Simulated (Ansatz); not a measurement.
Input file:

```yaml
crystal:
  periodic: [false, false, false]
  atoms:
    - {symbol: Al, position_ang: [0.000000, 0.000000, 0.793038]}
    - {symbol: C, position_ang: [0.000000, 0.000000, -1.429404]}
    - {symbol: H, position_ang: [0.000000, 1.045502, -2.097973]}
    - {symbol: H, position_ang: [0.000000, -1.045502, -2.097972]}
basis:
  gaussian: {orbitals: "6-31++G**"}
magnetization: {spin_polarized: false, initial_magnetization: 3}
hamiltonian: {xc: hf}
output: {orbitals: {seedname: orbitals}}
```

```sh
$ ansatz run in.yaml --threads 1 --pin off --events-out ev --progress --plain --max-ram 2393MiB
```

The program prints:

```
466 factors; integrals over basis functions are off by at most 8.7e-4 eV
mean field evaluation 1: about -7638.8711 eV, gradient 1.2e1 eV
mean field evaluation 2: about -7638.8931 eV, gradient 1.2e1 eV
mean field evaluation 4: about -7640.0635 eV, gradient 3.7e0 eV
mean field evaluation 8: about -7640.2583 eV, gradient 3.9e-1 eV
mean field evaluation 16: about -7640.2645 eV, gradient 2.4e-5 eV
mean field evaluation 32: about -7640.2341 eV, gradient 2.5e-1 eV
mean field evaluation 64: about -7639.9683 eV, gradient 7.7e-2 eV
mean field evaluation 96: about -7633.5181 eV, gradient 3.7e-1 eV
mean field -7640.26447164 eV, -280.7745405754 hartree, gradient 4.7e-6 eV, S^2 3.750000; 5 other end points of the search recorded, 0 dependent functions left out
reference -7640.26447164 eV, -280.7745405754 hartree; 12, 9 occupied and 42, 45 virtual orbitals, 466 factors
Total energy: -7640.26447164 eV, -280.7745405754 hartree
```

Ran on 1 thread of Intel Xeon 6975P-C, shared host: 0.51 s wall, 0.16 GiB peak host memory.
